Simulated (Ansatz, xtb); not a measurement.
**Isomers of BH3N+ in order of energy**

4 gas-phase structures of BH3N+, found in a search over its isomers (lower ones may exist). Each was relaxed with GFN2-xTB:

A. `[B][NH3+]`, a singlet
B. the triplet with the links of `[B][NH3+]`
C. a singlet given by its coordinates
D. a singlet given by its coordinates

D (Å):

```xyz
5

B    -0.8072    0.4231    0.4293
N    -0.7425   -0.3519    1.4633
H    -0.8648    1.1119   -0.4898
H    -0.2218   -1.2343    1.5229
H    -1.2031   -0.1900    2.3661
```

Close contacts (Å): B1–N2 1.29, B1–H3 1.15, N2–H4 1.03, N2–H5 1.03.

C (Å):

```tsv
atom	x (Å)	y (Å)	z (Å)
B	0.3961	0.1603	-0.0343
N	0.2007	-1.0305	-0.2894
H	1.0938	1.1056	0.3165
H	0.0390	1.3283	0.0665
H	0.0439	-1.9979	-0.4938
```

Close contacts (Å): B1–N2 1.23, B1–H3 1.23, B1–H4 1.23, N2–H5 1.00.

Task: Make a reasoned guess at their ranking by r2SCAN-D4/def2-SVP single-point energy.

Result: Calculated order at r2SCAN-D4/def2-SVP: D (0.0), A (281.2), C (310.2), B (357.9) kJ/mol.

Energies above the lowest of each column, in kJ/mol; the last columns are at PBE-D3(BJ)/def2-SVP geometries and were run for some of them only (a dash: not run or not comparable):

| structure | GFN2-xTB | HF/STO-3G | r2SCAN-D4/def2-SVP | PBE-D3(BJ)/def2-SVP | CCSD(T)/def2-TZVPP |
| --- | --- | --- | --- | --- | --- |
| D | 0.0 | 0.0 | 0.0 | 0.0 | 0.0 |
| A | 302.5 | 278.1 | 281.2 | 247.9 | 205.3 |
| C | 150.5 | 498.9 | 310.2 | 276.4 | 312.0 |
| B | – | 275.4 | 357.9 | – | – |

Every level run on D puts it lowest or level with the lowest. Frequencies (PBE-D3(BJ)/def2-SVP) were run for A, C, D alone. GFN2-xTB has no spin polarisation and isn't compared across spin states. Open shells are spin-unrestricted. Large T1 diagnostics make some coupled-cluster values less sure.

Programs: Ansatz 0.2.0, xtb 6.7.1.
